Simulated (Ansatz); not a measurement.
System: rutile CrO₂. Method: HSE06 (Ansatz, a quantum-chemistry and plane-wave program, plane waves, PAW).

Numerical settings: plane-wave cutoff 500 eV, 6×6×8 k mesh (along the axes of the cell as run), Fermi–Dirac smearing 0.05 eV, ferromagnetic start, spin-polarised with parallel moments, scalar-relativistic PAW data made under PBE.

Cell (relaxed with r²SCAN):

```
CELL_PARAMETERS angstrom
      4.40432     0.00000     0.00000
      0.00000     4.40432     0.00000
      0.00000     0.00000     2.91166
ATOMIC_POSITIONS crystal
  Cr 0.00000 0.00000 0.00000
  Cr 0.50000 0.50000 0.50000
  O  0.30276 0.30276 0.00000
  O  0.69724 0.69724 0.00000
  O  0.19724 0.80276 0.50000
  O  0.80276 0.19724 0.50000
```

Problem. Estimate the magnetic moment (largest site, within a sphere) that the calculation returns.

Solution. 
* **magnetic moment (largest site, within a sphere)**: 1.86 μB

Note: exact exchange on metals is sensitive to the k mesh and can open a false gap; the run warned that the count of filled bands differs between k points; cell and atoms aren't relaxed at this level (largest force component 0.27 eV/Å, pressure -2.6 GPa).

Moments are spin moments.

The computed numbers hold no vibrational or temperature effects.
